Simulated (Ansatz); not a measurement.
We consider bcc Fe, described by r²SCANh in Ansatz (plane waves, PAW).

Settings: plane-wave cutoff 520 eV, 16×16×16 k mesh, Fermi–Dirac smearing 0.05 eV, spin-polarised with parallel moments, scalar-relativistic PAW data made under PBE.

Properties against volume:

```
V (Å³/atom)  P (GPa)  moment (μB per cell of 1 atoms)
-----------  -------  -------------------------------
11.435         10.24                             2.76
11.787          3.47                             2.77
12.036          0.25                             2.81
12.337         -3.37                             2.85
12.638         -6.84                             2.87
```

Ansatz is a first-principles code.
